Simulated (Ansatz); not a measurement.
Ansatz (a first-principles code) input (B2PLYP/def2-TZVPD):

Ansatz 0.2 input:
```yaml
crystal:
  periodic: [false, false, false]
  atoms:
    - {symbol: C, position_ang: [0.00340141, -0.00638779, -1.24205632]}
    - {symbol: Si, position_ang: [-0.00173623, 0.00326060, 0.63399891]}
    - {symbol: H, position_ang: [0.01183572, -1.02821844, -1.62563804]}
    - {symbol: H, position_ang: [-0.88242631, 0.49513333, -1.63592148]}
    - {symbol: H, position_ang: [0.88398944, 0.50792232, -1.63114986]}
    - {symbol: H, position_ang: [-0.01319887, 1.39426270, 1.14918674]}
    - {symbol: H, position_ang: [-1.20047879, -0.69691575, 1.15669009]}
    - {symbol: H, position_ang: [1.20417751, -0.67950585, 1.16318579]}
basis:
  gaussian:
    orbitals: def2-TZVPD
hamiltonian:
  xc: {name: B2PLYP}
magnetization: {spin_polarized: false}
correlation: {electrons: outside_noble_gas}
```

End of the output:

```
integrals: 0.11 GiB planned
948 factors; integrals over basis functions are off by at most 9.7e-4 eV
mean field: 0.48 GiB planned
mean field evaluation 1: about -9002.8095 eV, gradient 3.7e1 eV
mean field evaluation 2: about -9002.8092 eV, gradient 3.7e1 eV
mean field evaluation 4: about -9005.8359 eV, gradient 1.6e0 eV
mean field evaluation 8: about -9005.8440 eV, gradient 4.8e-2 eV
mean field evaluation 16: about -9005.8440 eV, gradient 6.7e-6 eV
mean field -9005.84400473 eV, -330.9586627937 hartree, gradient 6.7e-6 eV, S^2 0.000000; 0 other end points of the search recorded, 0 dependent functions left out
6 core orbitals not correlated
reference -9005.84416380 eV, -330.9586686392 hartree; 7, 7 occupied and 121, 121 virtual orbitals, 948 factors
second order -10.05324309 eV of doubles, -0.00000000 eV of singles
Total energy: -9008.55853943 eV, -331.0584201039 hartree
```
